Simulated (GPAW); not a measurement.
# Two attempts at BH5O (SMILES [BH3-][OH2+])

Wanted: energy and one-electron properties of BH5O, LDA (PW92)/real-space grid (scalar-relativistic datasets).

Program for the calculation: GPAW 26.7.0.

3 further runs of the same task are left out: 1 that didn't finish, 2 set aside as unsound or not needed.

### 1 The structure to begin with

BH5O: 7 atoms, total charge 0, spin state singlet. SMILES: `[BH3-][OH2+]`. The shape is that of a GFN2-xTB optimisation.

Bond lengths: B1–O2 1.700 Å, B1–H3 1.182 Å, B1–H4 1.182 Å, B1–H5 1.192 Å, O2–H6 0.962 Å, O2–H7 0.962 Å. Angles: B1–O2–H6 102.0°, B1–O2–H7 102.4°, O2–B1–H3 103.7°, O2–B1–H4 103.7°, O2–B1–H5 104.3°, H6–O2–H7 109.5°, H3–B1–H4 114.9°, H3–B1–H5 114.2°, H4–B1–H5 114.1°.

### 2 First attempt

Input file run.py:

```python
import numpy as np
from ase.io.zmatrix import parse_zmatrix
from ase.units import Debye
from gpaw import GPAW

# Atomic positions
zmat = """
B
O 1 r2
H 1 r3 2 a3
H 1 r4 3 a4 2 d4
H 1 r5 3 a5 4 d5
H 2 r6 1 a6 3 d6
H 2 r7 6 a7 1 d7
"""
values = dict(r2=1.699517, r3=1.181773, a3=103.74402, r4=1.182182, a4=114.8808, d4=-112.45197, r5=1.192075, a5=114.19644, d5=-134.63675, r6=0.962138, a6=101.96898, d6=177.54009, r7=0.962371, a7=109.45151, d7=107.89121)
molecule = parse_zmatrix(zmat, defs=values)
molecule.center(vacuum=4.5)

# Calculator
calc = GPAW(mode="lcao", basis="dzp", h=0.25, xc="PBE0", maxiter=50, txt="-")
molecule.calc = calc

energy = molecule.get_potential_energy()
print(f"Energy = {energy:.5f} eV")
forces = molecule.get_forces()
print("Forces (eV/Ang)")
for symbol, f in zip(molecule.symbols, forces):
    print(f'{symbol:2} {f[0]:9.4f} {f[1]:9.4f} {f[2]:9.4f}')
dipole = molecule.get_dipole_moment() / Debye
print(f"Dipole: {np.linalg.norm(dipole):.3f} D")
homo, lumo = calc.get_homo_lumo()
print(f"HOMO: {homo:.3f} eV")
print(f"LUMO: {lumo:.3f} eV")
print(f"Gap                     {lumo - homo:.3f} eV")
```

Started as:

```sh
$ python3 run.py
```

The log of the run:

```text
__  _  _
 | _ |_)|_||  |
 |__||  | ||/\| - 26.7.0

units:  Angstrom and eV
cores:  1
OpenMP: False

Versions:
  Python: 3.12.14
  ASE:    3.29.0
  Numpy:  2.5.5
  Scipy:  1.18.1
  Libxc:  7.0.0

Input parameters:
  mode=LCAO(),
  basis={'default': 'dzp'},
  h=0.25,
  maxiter=50,
  xc=XC(name='PBE0')
gpaw.dft.LegacyGPAWError
```

It took 2 s on 1 thread of Intel Xeon at 2.70GHz, shared host; peak memory 0.14 GiB.

### 3 Reading the log

The input was rejected.

The telling line is `gpaw.dft.LegacyGPAWError`. The fault: this mode of the program doesn't offer hybrid functionals. The sound input differs in these keys, not all of which need be the cause: mode fd in place of lcao; grid spacing 0.2 in place of 0.25; functional LDA (PW92) in place of PBE0.

### 4 Try two

Input file run.py:

```python
import numpy as np
from ase.io.zmatrix import parse_zmatrix
from ase.units import Debye
from gpaw import GPAW

zmat = """
B
O 1 r2
H 1 r3 2 a3
H 1 r4 3 a4 2 d4
H 1 r5 3 a5 4 d5
H 2 r6 1 a6 3 d6
H 2 r7 6 a7 1 d7
"""
values = dict(r2=1.699517, r3=1.181773, a3=103.74402, r4=1.182182, a4=114.8808, d4=-112.45197, r5=1.192075, a5=114.19644, d5=-134.63675, r6=0.962138, a6=101.96898, d6=177.54009, r7=0.962371, a7=109.45151, d7=107.89121)
mol = parse_zmatrix(zmat, defs=values)
mol.center(vacuum=4.5)

calculator = GPAW(mode="fd", h=0.2, xc="LDA", maxiter=100, txt="-")
mol.calc = calculator

energy = mol.get_potential_energy()
print(f"Energy                  {energy:.5f} eV")
forces = mol.get_forces()
print("Forces (eV/Ang)")
for symbol, f in zip(mol.symbols, forces):
    print(f'{symbol:2} {f[0]:9.4f} {f[1]:9.4f} {f[2]:9.4f}')
dipole = mol.get_dipole_moment() / Debye
print(f"Dipole                  {np.linalg.norm(dipole):.3f} D")
homo, lumo = calculator.get_homo_lumo()
print(f"HOMO: {homo:.3f} eV")
print(f"LUMO                    {lumo:.3f} eV")
print(f"Gap: {lumo - homo:.3f} eV")
```

Started as:

```sh
$ python run.py > run.log
```

The log of the run:

```text
[...]
Number of symmetries: 1
[...]
  Number of IBZ points: 1
[...]
Spin-components: 1 (collinear spins)
Bands:           13
[...]
  Valence electrons: 14.0
[...]
  Grid points: [56 56 56]
  Charge: 0.0  # |e|
[...]
    cutoffs:
[...]
occupation numbers:
  # Zero width
[...]
xc functional:
  name: None
[...]
|iter     |     time |      energy | eigst |  dens |
[...]
|iter:   1| 00:00:05 |  -37.026699 | +1.27 |       |
[...]
|iter:  13| 00:00:32 |  -32.556080c| -7.52c| -5.84c|
Converged in 13 steps
[...]
Energy contributions relative to reference atoms: (reference = -2751.167144)
Energy contributions:
  Kinetic:          37.212178
  Coulomb:         -40.012780
  Zero:              0.633823
  External:          0.000000
  Xc:              -30.389301
  Entropy:           0.000000
  Spinorbit:         0.000000
  ----------------------------
  Free energy:     -32.556080
  Extrapolated:    -32.556080
dipole moment: (0.807176, -0.179835, 0.300726)  # |e|*Ang
Fermi level: -4.275
Eigenvalues  # (at kpt = [0.000, 0.000, 0.000])
| band index |      eig [eV] | occ [0-2] |
|------------|---------------|-----------|
|          0 |       -27.853 |     2.000 |
|          1 |       -15.864 |     2.000 |
|          2 |       -13.532 |     2.000 |
|          3 |       -11.264 |     2.000 |
|          4 |        -9.576 |     2.000 |
|          5 |        -7.085 |     2.000 |
|          6 |        -6.883 |     2.000 |
|          7 |        -1.667 |     0.000 |
|          8 |         0.107 |     0.000 |
|          9 |         0.692 |     0.000 |
|         10 |         0.992 |     0.000 |
|         11 |         1.483 |     0.000 |
[...]
Gap: 5.216 eV
Transition (v -> c):
[...]
Forces (eV/Ang)
B     0.4923    0.0182   -0.0073
O    -1.1758    0.3808   -0.7470
H    -0.0382    0.6385   -0.0077
H    -0.0349   -0.3184   -0.5534
H     0.0141   -0.2796    0.4741
H     0.3446   -0.6594    0.1698
H     0.3362    0.1562    0.6516
Dipole                  4.227 D
HOMO: -6.883 eV
LUMO                    -1.667 eV
Gap: 5.216 eV
```

It took 34 s on 1 thread of Intel Xeon at 2.70GHz, shared host; peak memory 0.42 GiB.

### 5 Outcome

At LDA (PW92)/real-space grid (scalar-relativistic datasets):

| quantity | value |
| --- | --- |
| energy as printed (from the program's reference atoms) | -32.5561 eV |
| dipole moment | 4.23 D |
| HOMO energy | -6.88 eV |
| LUMO energy | -1.67 eV |
| HOMO–LUMO gap | 5.22 eV |
